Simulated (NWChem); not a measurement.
Species: trimethylamine (C₃H₉N); SMILES CN(C)C

All runs: NWChem. Each level has its own optimisation; frequencies are unscaled.

For level BLYP/def2-SVP:

```
Quantity                           Result
---------------------------------  ------
highest harmonic frequency (cm⁻¹)    3023
zero-point energy (kcal/mol)         72.7
dipole (D)                           0.32
```

### Question
What are these values for level PBE0/def2-SVP?

### Answer
| Item | Result |
|---|---|
| highest harmonic frequency (cm⁻¹) | 3144 |
| zero-point energy (kcal/mol) | 75.5 |
| dipole (D) | 0.44 |
